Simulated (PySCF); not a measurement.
Coordinates in bohr (charge 0 multiplicity 2):
```
N     0.1112   -0.0056   -0.5382
O     2.3911    0.0778   -0.4620
O    -1.2842    2.0315    0.5582
O    -1.0145   -2.2003    0.3602
H    -0.2142    3.4685    0.1933
H    -2.7907   -1.9664   -0.0039
```

Level of theory: UPBE0 in PySCF with N def2-TZVP, O def2-TZVP, H def2-TZVP; no relativity; density-fitted integrals.

This geometry of NO(OH)₂ is a stationary point at this level.

What is the point group?

C1.

Is it a minimum?

Yes: all harmonic wavenumbers are real.

Which band is strongest in the infrared?

954 cm⁻¹ (a), 239 km/mol.

What is the atomisation energy, with and without zero-point energy?

1796 kJ/mol without, 1702 kJ/mol with.

This need not be the most stable arrangement of these atoms.
